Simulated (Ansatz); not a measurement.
System: isobutene, C$_{4}$H$_{8}$ (charge 0, singlet). SMILES: C=C(C)C
Geometry: optimised at B3LYP-D3(BJ)/def2-TZVP (Ansatz, a quantum-chemistry and plane-wave program).

Property: atomisation energy, in kcal/mol. Conventions: LANL2DZ all-electron up to Ne; 6-31G* and kin with 6d, 5d where marked; atomisation electronic, to ground-state atoms; 6-311+G** with 5d; valence correlation only; spin-orbit terms left out; open shells spin-unrestricted; non-relativistic. CBS marks a two-point X^-3 extrapolation of the correlation energy; Hartree-Fock from the larger set. The bracket is a focal-point correction in the basis named. Ab initio and DFT rows: single points at B3LYP-D3(BJ) geometries (Ansatz).

Coupled cluster (Ansatz) is a level with limits of its own, used here on species with T1 under 0.025 (0.045 for open shells) and stable references: RI-MP2/CBS(cc-pVTZ,cc-pVQZ)+[CCSD(T)-MP2]/cc-pVTZ.

Value to compare with, RI-MP2/CBS(cc-pVTZ,cc-pVQZ)+[CCSD(T)-MP2]/cc-pVTZ (Ansatz): 1157.6 kcal/mol.

| level | program | atomisation energy (kcal/mol) | difference |
|---|---|---|---|
| MP2/STO-3G | Ansatz | 1193.2 | 35.6 |
| MP2/3-21G | Ansatz | 1017.3 | -140.3 |
| MP2/LANL2DZ | Ansatz | 999.4 | -158.2 |
| MP2/6-31G* | Ansatz | 1072.7 | -84.9 |
| MP2/6-311+G** | Ansatz | 1107.7 | -49.9 |

Among the 5 habitual levels, MP2/LANL2DZ lies farthest from RI-MP2/CBS(cc-pVTZ,cc-pVQZ)+[CCSD(T)-MP2]/cc-pVTZ (Ansatz) (-158.2 kcal/mol) and MP2/STO-3G nearest (35.6); 1 of 5 lie above it, and their mean absolute difference is 93.8 kcal/mol, the median 84.9. One case shows no general order.

The sets are all those run for this method; runs whose electronic state is in doubt are left out.
